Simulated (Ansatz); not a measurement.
# GeH2⁻, doublet along the distance Ge1-H3

Starting geometry (PBE0/def2-TZVPD stationary point for this spin, not checked as a minimum):

```xyz
3

Ge    0.0000   -0.0307    0.0000
H     0.0000    1.1080   -1.1584
H     0.0000    1.1080    1.1584
```

From there H3 moves along the line of the two atoms named below, all else staying in place; atoms are numbered as listed. Energies are in kJ/mol, counted from the starting geometry at the same level. Kohn–Sham curves are unrestricted where that lies lower.

Basis aug-cc-pVTZ; Ansatz 0.2.0. Correlated methods freeze the noble-gas cores and the filled d shells of p-block atoms. R marks a restricted (for open shells ROHF) determinant, U an unrestricted one. No spin–orbit coupling is included, and no scalar relativity.

Unrestricted rows (U, and Kohn–Sham where it breaks symmetry) aren't spin-pure: their determinants' ⟨S²⟩ exceeds S(S+1) by up to 1.00, so they mix in states of higher spin. The highest occupied Kohn–Sham level of the anion is positive, up to +1.45 eV, so in those functionals the extra electron is held by the basis alone, which enters their differences from the reference. A value is left out where its run failed or describes another state than the reference as far as symmetry and spin tell, or, spin-broken singlets apart, can't be checked.

Functionals correlate the shells that the reference freezes, so part of their error here is the reference's.

Full CI isn't at hand for all of this; UCCSDT(Q) serves as the reference, and is uncertain by the last step of the cluster series or more.

```tsv
distance Ge1-H3 (Å)	UCCSDT(Q)	PBE	r2SCAN	PBE0	B3LYP	r2SCAN0	wB97M-V	B2PLYP	RPA-PBE
1.448	23.4	23.1	19.4	20.7	21.4	18.3	19.3	20.9	25.1
1.624	0.0	0.0	0.0	0.0	0.0	0.0	0.0	0.0	0.0
1.776	9.0	8.0	11.0	10.5	9.4	12.4	11.3	10.4	7.6
2.227	81.5	77.2	87.3	87.0	80.9	93.0	87.9	86.1	76.0
3.046	192.2	183.5	195.3	200.5	187.9	202.0	203.3	202.6	177.2
4.355	–	233.2	240.6	252.9	237.9	250.1	274.6	259.0	216.1
```
